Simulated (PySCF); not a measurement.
Molecule (SMILES): C (CH4).
Geometry (B3LYP-D3(BJ)/def2-TZVP, fixed):
```xyz
5

C      0.0000     0.0000     0.0000
H      0.6205     0.6269     0.6390
H     -0.6429    -0.6249     0.6185
H      0.6369    -0.6328    -0.6166
H     -0.6146     0.6308    -0.6409
```
Charge 0, spin multiplicity 1.

Basis-set convergence of the mean static polarisability at PBE with PySCF. All functions are spherical. Density fitting with generated auxiliary sets. No added dispersion term, no relativity. Reference: the value in d-aug-cc-pVTZ, 17.53 bohr³, itself unsure by roughly 0.3 % (its mean distance from aug-cc-pVQZ, aug-pcseg-2, aug-cc-pVTZ). Deviations are taken from unrounded values.

| basis | functions | mean static polarisability (bohr³) |
|---|---|---|
| cc-pVDZ | 34 | 13.24 |
| aug-cc-pVDZ | 59 | 17.31 |
| def2-SVP | 34 | 12.92 |
| def2-SVPD | 52 | 16.96 |
| pcseg-1 | 34 | 13.01 |
| aug-pcseg-1 | 59 | 17.16 |
| 6-311G** | 42 | 13.91 |
| 6-311+G** | 46 | 14.52 |
| def2-TZVP | 55 | 15.41 |
| def2-TZVPD | 73 | 17.36 |
| cc-pVTZ | 86 | 15.53 |
| aug-cc-pVTZ | 138 | 17.48 |
| pcseg-2 | 86 | 15.72 |
| aug-pcseg-2 | 138 | 17.43 |
| def2-TZVPP | 87 | 15.85 |
| def2-TZVPPD | 105 | 17.43 |
| cc-pVQZ | 175 | 16.38 |
| aug-cc-pVQZ | 264 | 17.50 |
| def2-QZVPP | 177 | 16.58 |
| def2-QZVPPD | 195 | 17.49 |

What the diffuse functions change, pair by pair:
- cc-pVDZ to aug-cc-pVDZ: 25 more functions, deviation -24.4 to -1.2 %
- def2-SVP to def2-SVPD: 18 more functions, deviation -26.3 to -3.2 %
- pcseg-1 to aug-pcseg-1: 25 more functions, deviation -25.7 to -2.1 %
- 6-311G** to 6-311+G**: 4 more functions, deviation -20.6 to -17.1 %
- def2-TZVP to def2-TZVPD: 18 more functions, deviation -12.1 to -0.9 %
- cc-pVTZ to aug-cc-pVTZ: 52 more functions, deviation -11.4 to -0.2 %
- pcseg-2 to aug-pcseg-2: 52 more functions, deviation -10.3 to -0.5 %
- def2-TZVPP to def2-TZVPPD: 18 more functions, deviation -9.5 to -0.5 %
- cc-pVQZ to aug-cc-pVQZ: 89 more functions, deviation -6.5 to -0.1 %
- def2-QZVPP to def2-QZVPPD: 18 more functions, deviation -5.4 to -0.2 %

They bring the value nearer the reference by more than 0.3 % in 10 of 10 pairs.
